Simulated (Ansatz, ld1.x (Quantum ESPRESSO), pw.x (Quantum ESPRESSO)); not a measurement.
# Equation-of-state test of one RRKJ potential (ruthenium)

```
Element                 : Ru (Z = 44)
Generator               : ld1.x (Quantum ESPRESSO) 7.5
Type                    : norm-conserving RRKJ (Kleinman–Bylander form)
Functional              : LDA (PW92)
Relativity              : scalar-relativistic
Frozen core             : [Kr]
Valence charge          : 8
Reference configuration : 4d7 5s0.5 5p0.5
Partial waves           : 5p (bound): rc 2.75 bohr; 4d (bound): rc 1.15 bohr; 5s (bound): rc 2.55 bohr
Local potential         : the s channel
Core correction         : Bessel-smoothed model core, default radius (core density twice the valence density)
rho0                    : 0.001
```

Atomic tests: cutoffs needed: 100 Ry and 140 Ry (the cutoffs (Ry, on a coarse ladder) from which the occupation-weighted sum of valence levels, in a spherical-Bessel basis at the reference potential, stays within 10 and 1 mRy of its value at 400 Ry); ghost test: no extra level below or beside the all-electron valence levels (p, d, s, f tested) (spherical-Bessel basis up to 400 Ry, 20 bohr box); largest excitation error: -1800 meV (all-electron minus pseudo) for 4d4 5s0 5p0, out of 7 test configurations.

Crystal test: sc Ru in pw.x 7.5, no spin, 13³ k-points, Fermi–Dirac smearing 0.01 Ry, cutoffs 170/680 Ry. The reference is all-electron LAPW (Ansatz 0.2.0) with the same functional, mesh and smearing; V0 and B0 come from Birch–Murnaghan fits to the pressures at five volumes. Errors are pseudo minus all-electron; Δ is the rms difference of the E(V) curves that follow from these fits, minima aligned, over ±6 % about the mean V0. Mesh and smearing are coarse, so the numbers serve the comparison and aren't converged zero-temperature values; the lattice is a test structure that the element need not adopt.

| V (Å³/atom) | P all-electron (GPa) | P pseudo (GPa) |
| --- | --- | --- |
| 14.241 | 15.09 | 37.80 |
| 14.615 | 7.02 | 27.55 |
| 14.990 | 0.02 | 18.63 |
| 15.365 | -6.05 | 10.86 |
| 15.739 | -11.31 | 4.09 |

All-electron: a0 = 2.466 Å (V0 = 14.99 Å³/atom), B0 = 260.4 GPa.

Pseudopotential: mean pressure error (GPa): +18.83. The pressure does not cross zero within the volumes sampled, so no fit is given. The largest radius (2.75 bohr) exceeds half the bond length (2.33 bohr), so the spheres overlap, which is one possible source of error among others. This is a poor potential for the solid.

Problem. At the middle volume, how do free energy and pressure move when the wave cutoff is lowered (ecutrho kept at four times it)?

Solution.

| cutoff (Ry) | shift of F (meV/atom) | shift of P (GPa) |
| --- | --- | --- |
| 76 | +206.1 | -1.31 |
| 102 | +83.7 | -3.22 |
| 136 | +3.8 | -0.49 |

The run at the middle volume (84 k-points, 7 iterations) took about 26 s on one core of a shared host (Neoverse-V1, 32 threads, 247 GiB, load 21).
